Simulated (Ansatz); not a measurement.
in.yaml

```yaml
crystal:
  periodic: [false, false, false]
  atoms:
    - {symbol: B, position_ang: [-2.283133, 0.000000, 0.000000]}
    - {symbol: H, position_ang: [-2.879866, 1.033571, 0.000000]}
    - {symbol: H, position_ang: [-2.879866, -1.033571, 0.000000]}
    - {symbol: H, position_ang: [-0.510133, 0.000000, 0.000000]}
    - {symbol: S, position_ang: [0.966867, 0.000000, 0.000000]}
basis:
  gaussian: {orbitals: def2-mTZVP}
magnetization: {spin_polarized: false, initial_magnetization: 2}
correlation: {active_space: {window: {electrons: 4, orbitals: 4}, states: [{multiplicity: 3, irrep: E1u, weights: [1]}]}}
scf: {lower_state_search: light}
```

```sh
$ ansatz run in.yaml --threads 1 --pin off --events-out ev --progress --plain --max-ram 2393MiB
```

Task: One thing in this input was set wrong on purpose, beside settings that are merely unusual. What is the gravest fault, and what does the program do?

Result: Irrep not in the group. How the run ends: stopped by an error.
```
the irreps are read with x along [-0.000, 0.000, 1.000], y along [0.000, -1.000, 0.000] and z along [1.000, 0.000, 0.000] of the geometry given
803 factors; integrals over basis functions are off by at most 1.8e-7 eV
mean field evaluation 1: about -11531.8434 eV, gradient 1.1e1 eV
mean field evaluation 2: about -11531.8419 eV, gradient 1.1e1 eV
mean field evaluation 4: about -11532.7824 eV, gradient 1.4e0 eV
mean field evaluation 8: about -11532.8036 eV, gradient 2.9e-3 eV
mean field evaluation 16: about -11530.3300 eV, gradient 5.4e-5 eV
mean field evaluation 32: about -11531.0688 eV, gradient 9.8e-2 eV
mean field evaluation 64: about -11532.7943 eV, gradient 2.9e-2 eV
mean field evaluation 96: about -11531.0690 eV, gradient 8.2e-4 eV
mean field -11532.80360405 eV, -423.8227152337 hartree, gradient 3.7e-6 eV, S^2 2.000000; 12 other end points of the search recorded, 0 dependent functions left out
reference -11532.80360405 eV, -423.8227152337 hartree; 13, 11 occupied and 37, 39 virtual orbitals, 803 factors
Error: the irrep E1u is not accepted for these orbitals, which take A1, B1, B2, A2, or 1 to 4
```
